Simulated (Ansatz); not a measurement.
in.yaml

```yaml
crystal:
  periodic: [false, false, false]
  atoms:
    - {symbol: C, position_ang: [-0.015433, -0.009008, -1.506920]}
    - {symbol: B, position_ang: [-0.016266, -0.025151, -0.062150]}
    - {symbol: Cl, position_ang: [0.031698, 0.034159, 1.569070]}
basis:
  gaussian: {orbitals: def2-SVP, fitting: {mean_field: def2-universal-jkfit}}
magnetization: {spin_polarized: true, initial_magnetization: 2}
correlation: {method: ccsd_t, electrons: valence}
scf: {omitted_lower_state_checks: [cluster_reference]}
```

```sh
$ ansatz run in.yaml --threads 1 --pin off --events-out ev --progress --plain --max-ram 2393MiB
```

Output:

```
these checks for a lower state are left out or cut short: cluster_reference
278 factors; integrals over basis functions are off by at most 1.1e-1 eV
mean field evaluation 1: about -14195.3696 eV, gradient 1.2e1 eV
mean field evaluation 2: about -14196.4603 eV, gradient 4.6e0 eV
mean field evaluation 4: about -14196.6835 eV, gradient 6.3e-1 eV
mean field evaluation 8: about -14196.6951 eV, gradient 6.2e-6 eV
mean field evaluation 16: about -14196.2127 eV, gradient 1.7e0 eV
mean field evaluation 32: about -14196.6935 eV, gradient 1.2e-1 eV
mean field -14196.69505791 eV, -521.7189205127 hartree, gradient 6.2e-6 eV, S^2 2.009468; 10 other end points of the search recorded, 0 dependent functions left out
7 core orbitals not correlated: weight in the atoms' cores, before any rotation towards them, 1.000 or more for the frozen orbitals, at most 0.000 for the correlated occupied ones
reference -14196.69505791 eV, -521.7189205127 hartree; 8, 6 occupied and 31, 33 virtual orbitals, 278 factors
second order -7.55482370 eV of doubles, -0.00000000 eV of singles
cycle   1  -8.16529107 eV  change   -6.1e-1 eV  update   7.4e-2
cycle   2  -8.40613534 eV  change   -2.4e-1 eV  update   2.6e-2
cycle   3  -8.45788716 eV  change   -5.2e-2 eV  update   1.4e-2
cycle   4  -8.45569730 eV  change    2.2e-3 eV  update   5.3e-3
cycle   5  -8.45487865 eV  change    8.2e-4 eV  update   2.2e-3
cycle   6  -8.45549768 eV  change   -6.2e-4 eV  update   1.2e-3
cycle   7  -8.45570699 eV  change   -2.1e-4 eV  update   9.1e-4
cycle   8  -8.45573673 eV  change   -3.0e-5 eV  update   8.0e-4
cycle   9  -8.45580066 eV  change   -6.4e-5 eV  update   7.1e-4
cycle  10  -8.45585532 eV  change   -5.5e-5 eV  update   5.1e-4
cycle  11  -8.45603343 eV  change   -1.8e-4 eV  update   2.9e-4
cycle  12  -8.45597470 eV  change    5.9e-5 eV  update   1.5e-4
cycle  13  -8.45593073 eV  change    4.4e-5 eV  update   7.2e-5
cycle  14  -8.45589686 eV  change    3.4e-5 eV  update   3.1e-5
cycle  15  -8.45589263 eV  change    4.2e-6 eV  update   1.1e-5
perturbative correction -0.28087433 eV, -0.0103219413 hartree
Total energy: -14205.43182488 eV, -522.0399907767 hartree
Checks for a lower state left out: cluster_reference
```

Ran on 1 thread of Intel Xeon, shared host: 12 s wall, 0.12 GiB peak host memory.
